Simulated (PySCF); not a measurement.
Results of PBE0 in PySCF (GTH pseudopotentials, Gaussian basis, DZ basis) for zinc-blende GaP.

The same calculation (at the measured cell, 20.240 Å³/atom) with different numerical settings:

| run | k mesh | gap on the mesh (eV) | total energy (eV/atom) |
|---|---|---|---|
| 1 | 2×2×2 | 3.342 | -1097.2825 |
| 2 | 3×3×3 | 3.328 | -1098.0379 |
| 3 | 4×4×4 | 3.087 | -1098.1813 |

In the column total energy (eV/atom) the first row differs from the last by +0.8988 and the next to last by +0.1434.

The last row is no converged limit: other settings stay fixed.

Spin–orbit coupling is not included.
